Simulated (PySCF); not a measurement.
Compound: C₂H₃B.
Atom-mapped SMILES: `[BH2:1][C:2]#[CH:3]` (hydrogens: H4, H5 on B1; H6 on C3)

A GFN2-xTB structure was refined with PySCF 2.14.0, PBE0-D3(BJ)/def2-SVP geometry optimisation, gas phase. Its GFN2-xTB values:

```csv
coordinate,GFN2-xTB
B1–C2,1.497 Å
B1–H4,1.170 Å
B1–H5,1.169 Å
C2≡C3,1.207 Å
C3–H6,1.052 Å
B1–C2–C3,179.8°
C2–B1–H4,119.6°
C2–C3–H6,179.8°
H4–B1–H5,121.1°
```

**Question.** How do these coordinates change at the PBE0-D3(BJ)/def2-SVP level?

**Answer.** 
```json
{"coordinate": "B1–H5", "PBE0-D3(BJ)/def2-SVP (Å or °)": "1.207", "change": "+0.038"}
{"coordinate": "B1–H4", "PBE0-D3(BJ)/def2-SVP (Å or °)": "1.207", "change": "+0.037"}
{"coordinate": "C3–H6", "PBE0-D3(BJ)/def2-SVP (Å or °)": "1.076", "change": "+0.024"}
{"coordinate": "C2≡C3", "PBE0-D3(BJ)/def2-SVP (Å or °)": "1.221", "change": "+0.014"}
{"coordinate": "B1–C2", "PBE0-D3(BJ)/def2-SVP (Å or °)": "1.508", "change": "+0.011"}
{"coordinate": "H4–B1–H5", "PBE0-D3(BJ)/def2-SVP (Å or °)": "120.1", "change": "-1.0"}
{"coordinate": "C2–B1–H4", "PBE0-D3(BJ)/def2-SVP (Å or °)": "120.0", "change": "+0.4"}
{"coordinate": "C2–C3–H6", "PBE0-D3(BJ)/def2-SVP (Å or °)": "180.0", "change": "+0.2"}
{"coordinate": "B1–C2–C3", "PBE0-D3(BJ)/def2-SVP (Å or °)": "179.9", "change": "+0.1"}
```

The energy falls by 5.8 kJ/mol over 6 energy and gradient evaluations, the largest force component goes from 0.0203 to 9.5e-05 Eh/bohr, and the atoms move by 0.032 Å rms after alignment. Among the bonds, B1–H4 and B1–H5 change most and about equally (+0.037 to +0.038 Å). Bonds longer at the end by more than 0.005 Å: 5 of 5; shorter: 0. Rotational constants go from 241825, 9097, 8767 to 229339, 8891, 8560 MHz.

The run used 57 basis functions and 36 SCF cycles in all.

PBE0-D3(BJ)/def2-SVP frequencies: not computed here.
